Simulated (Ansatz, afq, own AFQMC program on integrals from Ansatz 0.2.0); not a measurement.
# GeH₃O, doublet: AFQMC among the cluster methods

```xyz
5

Ge   -0.0327   -0.0154    0.3241
O     0.0831    0.1084   -1.4537
H     0.7538   -1.2737    0.7958
H     0.6218    1.2916    0.8261
H    -0.3381   -0.6283   -1.9028
```

Connectivity, by distances: GeH2–OH.

Basis cc-pVDZ. Only valence electrons are correlated. AFQMC by an in-house program on the Cholesky factors that Ansatz 0.2.0 writes for its CCSD(T) run. ph-AFQMC/CISD is guided by a CISD state made of CCSD amplitudes; releasing the constraint for a short imaginary time cuts its bias at the price of noise, slowly where states lie close. Free projection: walkers drawn from exp(T), propagated without any constraint. Its projection time is finite, and what remains of the start isn't in its error. Uncertainties: one standard error, sampling alone. No spin–orbit coupling.

Determinant: ROHF, the one that the program's search chose, which needn't be the lowest solution. The geometry is a point of a scan.

No full CI on the walks' own integrals is used here. The released AFQMC energy serves as the reference, which it does only where one determinant dominates, the energy is flat over the last release times and near the phaseless one (40 meV or 2 meV an electron, half that with transition metals). On small molecules, where full CI could be run and the noise was under 10 meV, such values lay within 10 meV of it in 19 cases of 20, a flattering rate, since the rule was set on those same cases; what remains of the bias isn't in the error bar.

Cautions: no relativity below Rb; no spin-orbit coupling; inner d shell frozen; the released value is read at 0.99 1/Eh with a noise of 14 meV, more than in the cases checked, later times being too noisy (meV from the phaseless value at times in 1/Eh: -4 ± 15 at 0.24, 13 ± 12 at 0.51, 8 ± 14 at 0.99, -12 ± 23 at 1.62, 31 ± 23 at 2.40).

- T1 diagnostic: 0.0197
- weight of the determinant in the CISD state: 0.889
- size of the correlated space: 13 electrons in 41 orbitals

```json
{"level": "MP2", "correlation energy (eV)": "-7.5386"}
{"level": "CCSD", "correlation energy (eV)": "-8.1571"}
{"level": "CCSD(T)", "correlation energy (eV)": "-8.3357"}
```

(1) Estimate where free-projection AFQMC lies against CCSD(T) on the same integrals.

(1) 0.64 ± 0.50 kcal/mol below CCSD(T). The gap is under twice the noise, so this walk alone can't tell the two apart.

Reference: AFQMC with the constraint released, correlation energy -8.373 ± 0.014 eV.

```
        level  E − E(reference) (kcal/mol)  share of correlation (%)
      CCSD(T)                  0.87 ± 0.33                     99.55
  ph-AFQMC/HF                 -0.48 ± 1.52                    100.25
ph-AFQMC/CISD                 -0.18 ± 0.40                    100.09
   free AFQMC                  0.23 ± 0.59                     99.88
```

Free projections are given only where their last times agree within the noise and don't stop above the reference; a slow remainder of the start can still hide under it. Released energies are given only where the last usable release times agree within the noise; a slower fall can still hide under it.
